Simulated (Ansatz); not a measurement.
Question: Name a neutral molecule of C, O and H with HOMO energy (B3LYP/def2-TZVPP) between -8.70 and -8.40 eV and HOMO–LUMO gap (B3LYP/def2-TZVPP) between 8.85 and 9.15 eV (Ansatz, PBE0-D4/def2-TZVP geometry).

Answer: `OC(O)(O)O` (-8.53 eV, 8.99 eV); `OC(O)O` (-8.42 eV, 9.05 eV). Other molecules can fit too; these were computed, each in one conformer that needn't be the lowest.

B3LYP here is the variant with VWN-RPA as its local correlation; programs differ in this.
